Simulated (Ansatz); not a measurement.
Relaxation of AlFH2O (5 atoms, charge 0, multiplicity 1), to a largest force component of 0.03 eV/Å in at most 50 steps.

Method: RKS B3LYP/def2-SVP (Ansatz 0.2.0).

```xyz
5
Properties=species:S:1:pos:R:3
Al 0.191 -0.098 0.130
H 0.582 -0.052 1.616
F 1.806 0.124 -0.187
O -1.168 -0.268 -0.853
H -2.041 -0.553 -0.567
```

**Question.** Where does it end, and by what steps?

**Answer.** The run converged. After 7 steps the energy has fallen by 0.640 eV; H2 moved furthest, 0.36 Å.

```tsv
step	energy less start (eV)	largest force component (eV/Å)	accepted
0	0.0000	1.578	yes
1	-0.4571	1.001	yes
2	-0.6134	0.763	yes
3	-0.6319	0.462	yes
4	-0.6381	0.122	yes
5	-0.6398	0.037	yes
6	-0.6399	0.042	yes
7	-0.6400	0.003	yes
```

```xyz
5
Properties=species:S:1:pos:R:3
Al 0.309 -0.097 0.222
H 0.271 -0.103 1.789
F 1.766 0.146 -0.539
O -1.030 -0.320 -0.789
H -1.945 -0.474 -0.544
```

Whether the end is a true minimum wasn't checked by a vibrational analysis.

The run took 7.3 s on 1 thread of Intel(R) Xeon(R) 6975P-C (Granite Rapids), on a shared host, peak memory 0.14 GiB.
